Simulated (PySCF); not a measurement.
# BC⁺: basis, grid and Hamiltonian

Aim: see how much the energy and properties of BC⁺ depend on the numerical set-up.

Computed with PySCF 2.14.0. Level: method and basis as typed in the scripts.

3 further runs of the same task are left out: 3 that didn't finish.

## 1. Starting geometry

BC⁺: 2 atoms, charge 1, spin multiplicity 1.

Bond lengths: B1–C2 1.625 Å.

## 2. The run that the others are compared with

File input.py:

```python
from pyscf import gto, scf, mcscf, mrpt

mol = gto.M(
    atom='B 0 0 0; C 0 0 1.625',
    basis='cc-pcvdz',
    charge=1,
    spin=0,
    verbose=4,
)
mf = scf.RHF(mol)
mf.kernel()
mc = mcscf.CASSCF(mf, 4, 4)
mc.kernel()
mc.analyze()
mrpt.NEVPT(mc).kernel()
mf.dip_moment()
print('orbital energies (hartree):', mf.mo_energy[..., max(0, mol.nelec[1]-3):mol.nelec[0]+3].round(4))
```

On the command line:

```
> python input.py
```

Its log is not repeated here.

Base result: E(SCF) = -61.846957 Eh, 10 cycles, E(CAS) − E(SCF) = -0.10948 Eh, NEVPT2 = -0.16363 Eh.

The bond length is a typed value, not an optimised one. The dipole of an ion depends on the origin.

## 3. Cc-pvtz-dk (X2C on)

Variant 1 changes basis set: cc-pcvdz → cc-pvtz-dk; spin-free X2C: off → on.

File input.py:

```python
from pyscf import gto, scf, mcscf, mrpt

mol = gto.M(
    atom='B 0 0 0; C 0 0 1.625',
    basis='cc-pvtz-dk',
    charge=1,
    spin=0,
    verbose=4,
)
mf = scf.RHF(mol)
mf = mf.sfx2c1e()
mf.kernel()
mc = mcscf.CASSCF(mf, 4, 4)
mc.kernel()
mc.analyze()
mrpt.NEVPT(mc).kernel()
mf.dip_moment()
print('orbital energies (hartree):', mf.mo_energy[..., max(0, mol.nelec[1]-3):mol.nelec[0]+3].round(4))
```

On the command line:

```
> python input.py
```

## 4. 6-31g(3d)

Variant 2 changes basis set: cc-pcvdz → 6-31g(3d).

Changes to input.py since step 2:

```diff
@@ -4,3 +4,3 @@
     atom='B 0 0 0; C 0 0 1.625',
-    basis='cc-pcvdz',
+    basis='6-31g(3d)',
     charge=1,
```

**Question.** What will these runs give? Wanted: for each run, E(SCF); from base; gap; after the SCF.

As calculated:

| run | E(SCF) (hartree) | from base (eV) | cycles | gap (eV) | functions | after the SCF |
| --- | --- | --- | --- | --- | --- | --- |
| base | -61.846957 | 0 | 10 | 8.36 | 36 | NEVPT2 correlation -7.432 eV (from the SCF energy, the CASSCF gain included) |
| cc-pvtz-dk (X2C on) | -61.876996 | not comparable | 10 | 8.40 | 60 | NEVPT2 correlation -6.687 eV (from the SCF energy, the CASSCF gain included) |
| 6-31g(3d) (poor choice) | -61.843487 | not comparable | 10 | 8.42 | 48 | NEVPT2 correlation -5.901 eV (from the SCF energy, the CASSCF gain included) |

What this shows: The dearest run is “cc-pvtz-dk (X2C on)”, at 12 s against 2.6 s. Rows marked «poor choice» come from settings spoiled on purpose.
